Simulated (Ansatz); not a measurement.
**How the elastic constant C11 of hcp Hf moves with the method**

No measured value is used here.

| level (code) | value (GPa) | cell (Å³/atom) |
|---|---|---|
| LDA+SOC (Ansatz) | 194 | 20.76 |
| PBE (Ansatz) | ___ | 22.53 |
| PBE-D3(BJ) (Ansatz) | 190 | 21.84 |
| HSE06 (Ansatz) | 204 | 22.77 |

Q: Some entries are withheld; supply them.

A: 
- PBE (Ansatz, a quantum-chemistry and plane-wave program), value (GPa): 180

Density-functional levels without +SOC have no spin–orbit coupling. PBE-D3(BJ): the dispersion coefficients are held fixed in the derivatives. HSE06: hybrids on metals are sensitive to the k mesh. HSE06: the run warned that the count of filled bands differs between k points. Each level is taken at its own relaxed cell. K meshes differ between the levels. Ansatz's density-functional and Hartree–Fock values are scalar-relativistic unless marked +SOC, with PAW data made under PBE.
